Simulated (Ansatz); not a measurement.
System: bcc W. Method: LDA+SOC in Ansatz (PAW).

Numerical settings: plane-wave cutoff 520 eV, 20×20×20 k mesh, Fermi–Dirac smearing 0.1 eV, perturbation theory, PAW data made under PBE.

Computed at the level's own relaxed cell.

```yaml
crystal:
  lattice:
    - [-1.56828, 1.56828, 1.56828]
    - [1.56828, -1.56828, 1.56828]
    - [1.56828, 1.56828, -1.56828]
  atoms:
    - { symbol: W, position: [0.00000, 0.00000, 0.00000] }
```

Harmonic phonon frequencies (cm⁻¹; i marks an imaginary mode):

```json
[
 {"q point": "H", "frequencies": "[?]"},
 {"q point": "N", "frequencies": "139 146 225"}
]
```

Task: Complete the blanks.

Result: 
- H, frequencies: 181 181 181

No imaginary mode appears at these points.

Ansatz is a program for electronic structure.
